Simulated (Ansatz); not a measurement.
## C2H, doublet in 6-31G: errors against full CI

Geometry: a point of a stretch scan, not a stationary point.

```xyz
3

C     0.0000    0.0000    0.2727
C     0.0000    0.0000   -1.6113
H     0.0000    0.0000    1.3387
```

Basis 6-31G; Ansatz 0.2.0. Only valence electrons are correlated (noble-gas cores frozen), which leaves 9 electrons in 18 orbitals. Prefix R: restricted or restricted open-shell reference; prefix U: unrestricted. Active spaces: valence = (9e, 9o) chosen from the atoms' valence shells; pair = (3e, 3o) about the gap.

Full CI is exact within this basis and frozen core; it isn't the basis-set limit. The frozen core follows each run's orbitals, which can shift R against U totals by a few meV.

Unrestricted rows (U) aren't spin-pure: their determinants' ⟨S²⟩ exceeds S(S+1) by up to 1.13, so they mix in states of higher spin. Coupled cluster chose its determinant by trial CCSD, here up to 0.71 eV above the lowest Hartree–Fock solution of its kind.

```
UHF ⟨S²⟩                          : 1.879
T1 diagnostic (RCCSD)             : 0.0552
largest doubles amplitude (RCCSD) : 0.293
T1 diagnostic (UCCSD)             : 0.0915
```

```tsv
level	E − E(full CI) (kJ/mol)	share of correlation (%)	wall time
UHF	404.2	40.55	–
UMP2	171.7	74.74	–
RCCSD*	62.6	90.80	–
UCCSD*	38.6	94.32	–
RCCSD(T)*	12.9	98.10	1.6 s
UCCSD(T)*	20.5	96.98	2.1 s
BCCD(T)*	14.4	97.88	2.1 s
UCCSDT	6.7	99.02	–
UCCSDT(Q)	1.2	99.83	6 s
CASSCF (pair space)	435.7	35.92	–
NEVPT2 (pair space)	128.9	81.04	0.7 s
MRCISD (pair space)	61.2	91.00	–
MRCISD+Q (pair space)	13.5	98.01	0.82 s
CASSCF (valence space)	135.6	80.05	–
NEVPT2 (valence space)	35.5	94.78	3.9 s
NEVPT4(SD) (valence space)	4.9	99.28	5.5 s
MRCISD (valence space)	4.5	99.34	–
MRCISD+Q (valence space)	1.1	99.84	5.5 s
```

An asterisk marks runs whose energy the program itself flagged as in doubt.

The correlation energy at full CI, counted from the determinant under the R cluster runs, is -7.047 eV. That run took 4.9 min on 1 thread of Arm Neoverse V1, shared host over 6,554,240 determinants.

Run but not shown, since their state, orbitals or frozen core can't be matched to the reference's or they repeat it: RHF, RMP2, CISD, RCCSDT, CISDTQ, RCCSDT(Q), RCCSDTQ.

Times hold each run's SCF and search for its determinant on a shared host, so for small cases they say little of a method's own cost; they ran on 1 thread of Arm Neoverse V1.

The full-CI state has the irrep B1 of C2v, in the program's axes (one component, if the state is degenerate).

Natural occupations of full CI about the gap: 1.969 1.949 1.887 1.688 0.944 0.307 0.104 0.093 0.022 0.009; effectively unpaired electrons, Σ n²(2−n)², 1.67.
